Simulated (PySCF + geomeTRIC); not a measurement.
Species: CH$_{4}$, SMILES `C` (charge 0, multiplicity 1).

**Question.** Give a relaxed geometry from ωB97X-D3(BJ)/def2-TZVPD (PySCF + geomeTRIC).

**Answer.** the end point of this relaxation (outside a Z-matrix the atoms follow the SMILES, hydrogens last).
Z-matrix (Å, degrees):
```
C
H 1 1.0907
H 1 1.0907 2 109.47
H 1 1.0907 2 109.47 3 120.00
H 1 1.0907 2 109.47 4 120.00
```
